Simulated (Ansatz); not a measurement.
Relaxation of BH$_{4}$NSi (7 atoms, charge 0, multiplicity 1), to a largest force component of 0.02 eV/Å in at most 50 steps.

Computed with RKS BHLYP/def2-SVP (Ansatz).

```xyz
7
Properties=species:S:1:pos:R:3
N -1.471 -1.492 0.067
B -0.597 -0.611 0.022
Si 0.755 0.766 -0.034
H -2.164 -2.200 0.094
H 0.685 1.597 -1.248
H 0.185 -0.601 -0.848
H 2.128 0.232 0.003
```

Problem. Where does it end, and by what steps?

Solution. It converged. After 11 steps the energy has fallen by 2.517 eV; H6 moved furthest, 1.60 Å. Parted: B2–H6.

```
step  energy less start (eV)  largest force component (eV/Å)  accepted
   0                  0.0000                           2.444       yes
   1                 -0.2665                           1.265       yes
   2                 -0.4034                           0.508       yes
   3                 -0.5462                           0.878       yes
   4                 -0.8132                           1.623       yes
   5                 -1.3656                           1.827       yes
   6                 -1.9091                           1.523       yes
   7                 -2.3195                           0.514       yes
   8                 -2.4464                           0.254       yes
   9                 -2.5085                           0.127       yes
  10                 -2.5137                           0.451       yes
  11                 -2.5169                           0.019       yes
```

```xyz
7
Properties=species:S:1:pos:R:3
N -1.700 -1.474 0.352
B -0.737 -0.798 -0.020
Si 0.814 0.289 -0.618
H -2.474 -2.016 0.652
H 0.383 1.683 -0.866
H 1.370 -0.275 -1.869
H 1.864 0.283 0.425
```

The run took 19 s on 1 thread of Intel(R) Xeon(R) Platinum 8375C CPU @ 2.90GHz (Ice Lake), with other jobs on the host, peak memory 0.15 GiB.
